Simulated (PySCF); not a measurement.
C₅H₅Cl.
Bonds: C1–C2 (double), C2–C3, C3–C4 (double), C4–C5, C5–Cl6, C2–C4. Hydrogens: H7, H8 on C1; H9 on C3; H10, H11 on C5.

Level of theory: core-valence-separated Tamm–Dancoff BHandHLYP/aug-pcX-1 (pcseg-1 on H, def2-SVPD on Cl) in PySCF, non-relativistic, gas phase, PBE0-D3(BJ)/def2-SVP geometry.

Computed carbon K-edge spectrum, Gaussian lines of 0.5 eV full width, highest printed point 100; it ends one width below the last computed root. No empirical shift is added; at this level the pattern usually sits a few eV under experiment.

photon energy (eV), absorption and a bar:
```
    282.4          1 
    282.5          3 #
    282.6         10 ###
    282.7         23 #######
    282.8         44 #############
    282.9         70 #####################
    283.0         92 ###########################
    283.1        100 ##############################
    283.2         91 ###########################
    283.3         70 #####################
    283.4         50 ###############
    283.5         39 ###########
    283.6         38 ###########
    283.7         41 ############
    283.8         40 ############
    283.9         33 ##########
    284.0         24 #######
    284.1         19 #####
    284.2         22 ######
    284.3         35 ##########
    284.4         51 ###############
    284.5         63 ###################
    284.6         63 ###################
    284.7         50 ###############
    284.8         34 ##########
    284.9         23 #######
    285.0         22 ######
    285.1         31 #########
    285.2         47 ##############
    285.3         61 ##################
    285.4         67 ####################
    285.5         60 ##################
    285.6         45 #############
    285.7         28 ########
    285.8         15 ####
    285.9          8 ##
    286.0          6 #
    286.1          6 ##
    286.2          9 ##
    286.3         12 ###
    286.4         16 #####
    286.5         22 ######
    286.6         30 #########
    286.7         38 ###########
    286.8         44 #############
    286.9         44 #############
    287.0         39 ###########
    287.1         31 #########
    287.2         25 #######
```

Question: Assign the maxima to core holes.

Answer: 5 maxima:
- 283.1 eV: C4 (fully substituted alkene carbon), 283.17 eV, f = 0.068, 1s→π*, 53 % of the height at the exact maximum; C3 (alkene CH carbon), 283.01 eV, f = 0.061, 1s→π*, 47 % of the height at the exact maximum
- 283.7 eV: C1 (terminal =CH2 carbon), 283.76 eV, f = 0.048, 1s→π*, 96 % of the height at the exact maximum
- 284.5 eV: C2 (fully substituted alkene carbon), 284.55 eV, f = 0.078, 1s→π*, 100 % of the height at the exact maximum
- 285.4 eV: C5 (sp3 C–Cl carbon), 285.38 eV, f = 0.065, 80 % of the height at the exact maximum; C1 (terminal =CH2 carbon), 285.55 eV, f = 0.018, 17 % of the height at the exact maximum
- 286.8 eV: C2 (fully substituted alkene carbon), 286.82 eV, f = 0.035, 64 % of the height at the exact maximum; C3 (alkene CH carbon), 286.92 eV, f = 0.014, 24 % of the height at the exact maximum

Further lines of some strength in the range: C1, 286.45 eV, f = 0.008.

Roots within 0.03 eV on the same or equivalent atoms count as one line; shares under 12 % aren't listed.

Vibrational structure and lifetime widths aren't in the curve. The ionisation threshold wasn't computed; near and above it a finite basis only mimics Rydberg series and continuum.

The values belong to the conformer `[CH2:1]=[C:2]1[CH:3]=[C:4]1[CH2:5][Cl:6]`: C3–C4–C5–Cl6 0°.
